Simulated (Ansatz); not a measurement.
Species: propene, C3H6, net charge 0, singlet state. SMILES: C=CC
Coordinates optimised at B3LYP-D3(BJ)/def2-TZVP (Ansatz, an electronic-structure program):
```xyz
9

C      1.2882     0.1370     0.0119
C      0.0047     0.4726     0.0011
H      1.6023    -0.9010     0.0124
H      2.0710     0.8846     0.0207
H     -0.2612     1.5267     0.0011
C     -1.1384    -0.4921    -0.0114
H     -0.7888    -1.5254    -0.0106
H     -1.7831    -0.3471     0.8604
H     -1.7673    -0.3432    -0.8940
```

Wanted: atomisation energy, in kcal/mol. Set-up: non-relativistic; 6-31G* and kin with 6d, 5d where marked; frozen cores in correlated levels; dispersion terms only where a functional's name holds one; open shells spin-unrestricted; atomisation electronic, to ground-state atoms; no spin-orbit coupling. CBS(X,Y): correlation extrapolated as X^-3; Hartree-Fock from the larger set. The bracket is a focal-point correction in the basis named. Ab initio and DFT rows: single points at B3LYP-D3(BJ) geometries (Ansatz).

| species | coefficient | E at B3LYP/6-31G* (Ansatz), Eh | E at wB97X-V/def2-TZVPD (Ansatz), Eh |
|---|---|---|---|
| C=CC | -1 | -117.90740 | -117.91071 |
| C atom | +3 | -37.84628 | -37.84665 |
| H atom | +6 | -0.50027 | -0.50049 |

Coupled cluster (Ansatz) is a level with limits of its own, used here on species with T1 under 0.025 (0.045 for open shells) and stable references: RI-MP2/CBS(aug-cc-pVTZ,aug-cc-pVQZ)+[CCSD(T)-MP2]/aug-cc-pVTZ. Value to compare with, RI-MP2/CBS(aug-cc-pVTZ,aug-cc-pVQZ)+[CCSD(T)-MP2]/aug-cc-pVTZ (Ansatz): 859.8 kcal/mol. 1 Eh = 627.5095 kcal/mol.

Question: Work the quantity out at each level, and compare with RI-MP2/CBS(aug-cc-pVTZ,aug-cc-pVQZ)+[CCSD(T)-MP2]/aug-cc-pVTZ (Ansatz).

Answer: 
- B3LYP/6-31G*: the sum of coefficient times E is 1.36694 Eh, or 857.77 kcal/mol. Result: 857.8 kcal/mol. Its difference against RI-MP2/CBS(aug-cc-pVTZ,aug-cc-pVQZ)+[CCSD(T)-MP2]/aug-cc-pVTZ (Ansatz) is -2.0 kcal/mol.
- wB97X-V/def2-TZVPD: the sum of coefficient times E is 1.36782 Eh, or 858.32 kcal/mol. Result: 858.3 kcal/mol. Its difference against RI-MP2/CBS(aug-cc-pVTZ,aug-cc-pVQZ)+[CCSD(T)-MP2]/aug-cc-pVTZ (Ansatz) is -1.5 kcal/mol.
